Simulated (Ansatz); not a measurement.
The same path of BH₄N (6 atoms, charge 0, multiplicity 1) was run twice with different band settings. Lost on the way: B1–N2, B1–H5. Made: N2–H5.

Theory: Ansatz, RKS B3LYP-D4/6-31G*.

Relaxed end points:

```xyz
6
Properties=species:S:1:pos:R:3
B 0.433 0.016 0.108
N 0.725 -0.016 1.469
H 0.022 -0.137 2.187
H 1.660 0.079 1.841
H 1.327 0.163 -0.673
H -0.704 -0.105 -0.245
```

```xyz
6
Properties=species:S:1:pos:R:3
B -0.080 0.030 -0.711
N 1.321 -0.162 1.519
H 0.500 -0.702 1.773
H 1.100 0.829 1.535
H 1.656 -0.434 0.596
H -1.033 0.438 -0.024
```

Common settings: movable images 7; climbing image yes; spring 5.0 eV/Å²; optimiser quadratic models (default); start path through a guess of the saddle point; iteration limit 60; end points relaxed.

| run | force threshold |
| --- | --- |
| 1 | 0.05 eV/Å |
| 2 | 0.2 eV/Å |

Task: What does each run give, and how far can it be trusted?

Result: Run 1: converged after 19 iterations, highest image 5.314 eV above the first end. Beside the main top the profile has a ripple of under 15 meV (maxima at images 4, 7), which may be a very shallow well or noise. Neighbouring images differ by up to 2.8 eV, so the band resolves the path poorly. The top lies less than 8 meV above the higher end, about what the thresholds resolve: that end is a shoulder or a very shallow well. A vibrational analysis at the climbing image gives one clearly imaginary mode, 84i cm⁻¹: a first-order saddle point.
Run 2: converged after 16 iterations, highest image 5.312 eV above the first end. The threshold of 0.2 eV/Å is loose, so the images may lie well off the minimum-energy path. Beside the main top the profile has a ripple of under 15 meV (maxima at images 4, 7), which may be a very shallow well or noise. Neighbouring images differ by up to 2.8 eV, so the band resolves the path poorly. The top lies less than 8 meV above the higher end, about what the thresholds resolve: that end is a shoulder or a very shallow well. Another band between the same ends (7 images) ends at a top of the same energy, where a vibrational analysis finds 1 clearly imaginary mode.
The orbitals stay closed-shell, which can raise the energy where a bond breaks towards radicals; this wasn't checked here.
